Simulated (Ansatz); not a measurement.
The same path of H2 + H4OSi (8 atoms, charge 0, multiplicity 1) was run twice with different band settings. Lost on the way: Si1–O2, H7–H8. Made: Si1–H7, O2–H8.

Theory: Ansatz, RKS PBE/cc-pVDZ.

Relaxed end points:

```xyz
8
Properties=species:S:1:pos:R:3
Si -0.350 0.507 -0.224
O 0.117 -0.112 1.301
H -0.643 -0.358 1.863
H 0.943 0.862 -0.903
H -1.214 1.741 -0.081
H -1.108 -0.509 -1.048
H 1.642 -2.783 2.155
H 1.343 -2.117 1.904
```

```xyz
8
Properties=species:S:1:pos:R:3
Si 0.360 0.130 -0.378
O -0.548 -0.771 2.406
H -0.947 -1.568 2.004
H 0.855 0.511 -1.756
H 0.219 1.377 0.447
H -0.960 -0.576 -0.542
H 1.380 -0.806 0.222
H 0.371 -1.066 2.565
```

Common settings: spring 5.0 eV/Å²; optimiser quadratic models (default); start path through a guess of the saddle point; force threshold 0.05 eV/Å; iteration limit 60; end points relaxed.

| run | movable images | climbing image |
| --- | --- | --- |
| 1 | 7 | yes |
| 2 | 2 | no |

Question: What does each run give, and how far can it be trusted?

Answer: Run 1: converged after 20 iterations, highest image 1.788 eV above the first end. The profile has 2 maxima (images 5, 7) with wells between them (image 6): this band takes more than one step, which may be the mechanism or a detour left from its start path. Neighbouring images differ by up to 1.4 eV, so the band resolves the path poorly. A vibrational analysis at the climbing image gives one clearly imaginary mode, 1140i cm⁻¹: a first-order saddle point.
Run 2: converged after 15 iterations, highest image 0.511 eV above the first end. No image climbed, so the highest image needn't sit at the top of the path. A band with more images between the same ends climbed to 1.79 eV, so this one has probably stepped over the top. So few images can step over the top or miss a turn of the path.
The orbitals stay closed-shell, which can raise the energy where a bond breaks towards radicals; this wasn't checked here.
